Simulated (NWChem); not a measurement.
Species: nitrogen dioxide (NO₂, doublet); SMILES N(=O)[O]

Results from NWChem. Pople sets run with spherical d functions. Spin-unrestricted. Medium grid unless said otherwise, to which SCAN and Minnesota functionals are sensitive. In the optimisation the excess spin sits in a1 (C2v, its own frame). Coordinates come from a PBE0-D3(BJ)/def2-TZVP, spin-unrestricted optimisation. No stability test was run on the SCF state. Level r2SCAN/6-31G*: energy and gradient; each run changes one setting, and changes count from the defaults (medium grid, exact Coulomb integrals, symmetry on).

```
setting                        size of the energy change (μHa)  largest change of a gradient component (μHa/bohr)
-----------------------------  -------------------------------  -------------------------------------------------
defaults                                                  < 10                                               < 30
symmetry off                                              < 10                                        other frame
Becke weights                                             < 10                                               < 30
Coulomb fitting, Ahlrichs set                              500                                                 60
coarse grid                                                600                                                200
Coulomb fitting, Weigend set                               100                                                 60
```
